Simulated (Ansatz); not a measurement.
# CH₃BN (doublet): wave-function methods side by side at distance B1–H4 along a hydrogen transfer = 1.282 Å, cc-pVDZ

Aim: climb from Hartree-Fock through coupled cluster and multireference methods for CH₃BN (doublet) at one geometry and basis, and see what each rung misses.

Method: cc-pVDZ, core rule «outside noble gas», up to 3 orbitals frozen; program: Ansatz 0.2.0, Gaussian basis.

Plan: UHF; CCSD(T) on ROHF; CCSD(T) on UHF; BCCD(T) on ROHF; CISD; CCSDT(Q) on ROHF; CCSDT(Q) on UHF; CASSCF and MRCISD+Q, 3 electrons in 3 orbitals; CASSCF and NEVPT2, 3 electrons in 3 orbitals; CASSCF and MRCISD+Q, 9 electrons in 9 orbitals; CASSCF and NEVPT2, 9 electrons in 9 orbitals.

## (1) The geometry

The geometry derives from fragments relaxed apart (PBE0/def2-TZVP) and kept rigid, so it is no stationary point. A hydrogen atom is moved between rigid fragments.

6 atoms, charge 0, spin multiplicity 2.

Atoms are counted from 1 here; the program's logs count them from 0.

Bond lengths: B1–H2 1.193 Å, B1–H3 1.193 Å, B1–H4 1.282 Å, N5–C6 1.160 Å. Angles: H2–B1–H3 120.0°, H2–B1–H4 120.0°, H3–B1–H4 120.0°.

## (2) UHF

Contents of in.yaml:

```yaml
crystal:
  periodic: [false, false, false]
  atoms:
    - {symbol: B, position_ang: [-2.307142, 0.000000, 0.000000]}
    - {symbol: H, position_ang: [-2.903876, 1.033571, 0.000000]}
    - {symbol: H, position_ang: [-2.903876, -1.033571, 0.000000]}
    - {symbol: H, position_ang: [-1.025142, 0.000000, 0.000000]}
    - {symbol: N, position_ang: [1.758942, 0.000000, 0.000000]}
    - {symbol: C, position_ang: [0.598858, 0.000000, 0.000000]}
basis:
  gaussian: {orbitals: cc-pVDZ}
magnetization: {spin_polarized: true, initial_magnetization: 1}
hamiltonian: {xc: hf}
output: {orbitals: {seedname: orbitals}}
```

Started as:

```console
$ ansatz run in.yaml --threads 1 --pin off --events-out ev --progress --plain --max-ram 2816MiB --backend cpu
```

Further steps of the session: CCSD(T) on ROHF; CCSD(T) on UHF; BCCD(T) on ROHF; CISD; CCSDT(Q) on ROHF; CCSDT(Q) on UHF; CASSCF and MRCISD+Q, 3 electrons in 3 orbitals; CASSCF and NEVPT2, 3 electrons in 3 orbitals; CASSCF and MRCISD+Q, 9 electrons in 9 orbitals; CASSCF and NEVPT2, 9 electrons in 9 orbitals.

Before running them: what should the planned runs give, taken together? Wanted: UCCSDT(Q) below the RHF energy; RMP2 from UCCSDT(Q); UMP2 from UCCSDT(Q); RCCSD from UCCSDT(Q); RCCSD(T) from UCCSDT(Q); UCCSD(T) from UCCSDT(Q); RCCSDT(Q) from UCCSDT(Q); NEVPT2 pair from UCCSDT(Q); MRCISD+Q pair from UCCSDT(Q).

**Answer**, as computed:

```
                         quantity        value
   UCCSDT(Q) below the RHF energy  -11.4896 eV
              RMP2 from UCCSDT(Q)  +1326.9 meV
              UMP2 from UCCSDT(Q)  +1980.3 meV
             RCCSD from UCCSDT(Q)   +502.7 meV
          RCCSD(T) from UCCSDT(Q)    +72.7 meV
          UCCSD(T) from UCCSDT(Q)   +105.5 meV
         RCCSDT(Q) from UCCSDT(Q)     +2.3 meV
       NEVPT2 pair from UCCSDT(Q)  +1363.4 meV
     MRCISD+Q pair from UCCSDT(Q)   +332.3 meV
   NEVPT2 frontier from UCCSDT(Q)  +1585.8 meV
levels within 1 kcal/mol (43 meV)    RCCSDT(Q)
                    T1 diagnostic        0.029
```

RCCSD(T) lands +72.7 meV from the yardstick (0.6 % of the correlation energy). CCSD(T) misses by +72.7 meV on the restricted determinant and by +105.5 meV on the unrestricted one; the two need not hold the same state or core. Of the multireference levels listed MRCISD+Q frontier comes nearest in total energy (+114.3 meV), which doesn't show that its space is the better one. These misses are within one basis, not against nature; the frozen cores of restricted and unrestricted runs differ, which can shift their rows.
